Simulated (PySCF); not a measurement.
## Calculated NMR parameters of [H]/N=C\C#CCF

* Formula: C4H4FN
* SMILES: [H]/N=C\C#CCF
* InChI: InChI=1S/C4H4FN/c5-3-1-2-4-6/h4,6H,3H2/b6-4-
* Degrees of unsaturation: 3
* Carbon signals: 4
* Proton signals: 3

Numbering as in the mapped SMILES `[H]/[N:1]=[CH:2]\[C:3]#[C:4][CH2:5][F:6]`; H(Xn) means a hydrogen on atom n.

- J couplings at B3LYP/pcJ-1 (spin–dipole term only in couplings to heteroatoms)
- coordinates at the PBE0-D3(BJ)/def2-SVP level
- σ from GIAO-HF/pcSseg-2
- code: PySCF 2.14.0 with density-fitted response routines
- a single conformation, equivalent nuclei averaged, non-relativistic, in vacuum

Scale: $^{1}$H and $^{13}$C vs TMS; CFCl3 for $^{19}$F; NH3 for $^{15}$N (reference shieldings calculated alike).

```tsv
carbon	δC, type	δH (multiplicity, J in Hz)	HMBC from (abs. J ≥ 3 Hz)	span of the C tensor (ppm)
C2	163.4, CH	7.75 (d, 7.6)	–	257
C3	87.3, C	–	H(C2), H(C5)	258
C4	93.6, C	–	H(C2), H(C5)	211
C5	63.8, CH2	4.75 (d, 54.7)	–	79
```

Other nuclei:
```json
{"atoms": "H(N1)", "nucleus": "$^{1}$H", "environment": "hydrogen on an imine nitrogen", "δ (ppm)": "10.47", "σ (ppm)": "21.21"}
{"atoms": "F6", "nucleus": "$^{19}$F", "environment": "fluorine on an sp3 carbon", "δ (ppm)": "-194.5", "σ (ppm)": "439.8"}
{"atoms": "N1", "nucleus": "$^{15}$N", "environment": "imine nitrogen", "δ (ppm)": "380.2", "σ (ppm)": "-119.4"}
```

Selected couplings (Hz, signed; the shortest-range and largest first, 30 at most; isotopes $^{13}$C, $^{19}$F, $^{1}$H, $^{15}$N): $^{1}J$(C5,F6) -247.4, $^{1}J$(C2,H(C2)) 194.2, $^{1}J$(C3,C4) 193.0, $^{1}J$(C5,H(C5)) 159.6, $^{1}J$(C2,C3) 86.9, $^{1}J$(C4,C5) 84.6, $^{1}J$(N1,C2) -3.0, $^{2}J$(F6,H(C5)) 54.7, $^{2}J$(C4,F6) 19.2, $^{2}J$(N1,H(C2)) -13.5, $^{2}J$(C3,C5) 12.8, $^{2}J$(C2,C4) 11.2, $^{2}J$(N1,C3) 4.1, $^{3}J$(C3,F6) 10.2, $^{3}J$(N1,C4) -2.7, $^{3}J$(C2,C5) 1.7, $^{4}J$(C2,F6) -3.6.

1. Carbon types of the structure: 2 × C, 1 × CH, 1 × CH2, leaving 1 H on heteroatoms.
2. δC 163.4: C=N carbon.
3. δC 93.6, 87.3: alkyne carbon; sp carbons lie upfield of alkene carbons because the cylindrical π system leaves one tensor component strongly shielded.
4. δC 63.8: propargylic sp3 CH2 bonded to F; pulled downfield by the heteroatom.
5. δH 10.47: hydrogen on an imine nitrogen; exchangeable, gas-phase position.
6. δH 4.75: hydrogen on a propargylic sp3 CH2 bonded to F; its carbon carries F, hence the downfield position.

The OH or NH signal is concentration- and solvent-dependent in practice; the value given is the gas-phase one. C–F couplings over four or more bonds (about 3 Hz to the para carbon of a fluoroarene) are left out. Common functionals overestimate the size of one-bond C–F couplings by tens of Hz; these are unscaled. Splittings below 1 Hz are ignored in the labels, and close J values are merged. Shifts are as computed, not scaled to solution data. Of 1211 compounds with measured shifts, 218 miss one by over three times the rms of a fit or turn the order of signals round; such compounds aren't used in these exercises. Couplings to exchangeable protons are dropped. Unscaled 19F shifts against computed CFCl3 carry errors that often reach 10 to 50 ppm. Experimental scales use liquid or dissolved standards, which lie at an offset from isolated NH3 (liquid NH3: subtract about 20 ppm). Unscaled 15N shifts of sp2 nitrogen come out 20 to 40 ppm too high even then.
